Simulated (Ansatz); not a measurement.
Compare A (`C1=CSCC1`) with its isomer B (`C=C=C(C)S`).

Isolated molecules relaxed with PBE0-D4/def2-TZVP in Ansatz; ΔE leaves out vibrations. CCSD(T)/CBS adds triple-zeta CCSD(T) − MP2 to the extrapolated MP2 energy (def2 sets, frozen cores). DFT in def2-TZVPP. B3LYP here is the variant with VWN-RPA as its local correlation; programs differ in this. Each species was taken in one conformer, which may not be the lowest.

**Question.** Which is lower in electronic energy at CCSD(T)/CBS, and by how much? (Best estimate.)

**Answer.** The calculation gave: A, by 121.2 kJ/mol.

**Question.** Give E(B) − E(A) in kJ/mol with CCSD/def2-TZVPP, r2SCAN-D4, B3LYP, B3LYP-D4, CCSD(T)/def2-TZVPP, MP2/def2-TZVPP, HF/def2-TZVPP. (Best estimate.)

**Answer.** Computed: CCSD/def2-TZVPP 118.3, r2SCAN-D4 112.8, B3LYP 95.5, B3LYP-D4 100.6, CCSD(T)/def2-TZVPP 118.8, MP2/def2-TZVPP 128.6, HF/def2-TZVPP 106.2. None reverses the order clearly.

Largest T1 diagnostic: 0.012.

From PBE to PBE0 (25 % exact exchange), in def2-TZVPP and without D4, E(B) − E(A) moves by +14.1 kJ/mol. The D4 term adds +5.1 kJ/mol with B3LYP and +2.2 kJ/mol with PBE0; it sums over pairs of atoms, weighted by their polarisabilities, and B3LYP, whose exchange is more repulsive, gets the larger term.
